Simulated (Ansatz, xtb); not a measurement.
# Ranking isomers of H6NSi2+

4 gas-phase structures of H6NSi2+, found in a search over its isomers (lower ones may exist). Each was relaxed with GFN2-xTB:

A. `[SiH2]=[NH+][SiH3]`, a singlet
B. `[NH2+]=[SiH][SiH3]`, a singlet
C. `[NH2+]1[SiH2][SiH2]1`, a singlet
D. `N[SiH2][SiH2+]`, a singlet

**Question.** Make a reasoned guess at their ranking by r2SCAN-D4/def2-SVP single-point energy.

**Answer.** Calculated order at r2SCAN-D4/def2-SVP: C (0.0), A (0.9), B (2.1), D (30.4) kcal/mol. Less than 1 kcal/mol parts C and A, so the order within that pair means little. CCSD(T)/def2-TZVP after further relaxation puts A lowest instead.

Energies above the lowest of each column, in kcal/mol; the last columns are at B3LYP-D3(BJ)/def2-SVP geometries and were run for some of them only (a dash: not run or not comparable):

```tsv
structure	GFN2-xTB	HF/STO-3G	r2SCAN-D4/def2-SVP	B3LYP-D3(BJ)/def2-SVP	CCSD(T)/def2-TZVP
C	29.6	0.0	0.0	2.3	4.1
A	0.0	2.1	0.9	0.0	0.0
B	17.9	2.6	2.1	2.1	4.2
D	28.2	33.6	30.4	–	–
```

CCSD(T)/def2-TZVP puts A lowest of those it was run on; HF/STO-3G picks C, r2SCAN-D4/def2-SVP picks C. CCSD(T)/def2-TZVP orders those it was run on as A (0.0), C (4.1), B (4.2) kcal/mol. Less than 1 kcal/mol parts C and B, so the order within that pair means little. Flexible structures stand in one conformer each, not always the lowest. Frequencies (B3LYP-D3(BJ)/def2-SVP) were run for A, B, C alone.

Over these structures GFN2-xTB departs from r2SCAN-D4/def2-SVP by 12.1 kcal/mol on average once a common shift is removed. A GFN2-xTB relaxation took about 0.1 s and the r2SCAN-D4/def2-SVP energy about 2.4 s on a shared host (Ansatz 0.2.0, xtb 6.7.1).
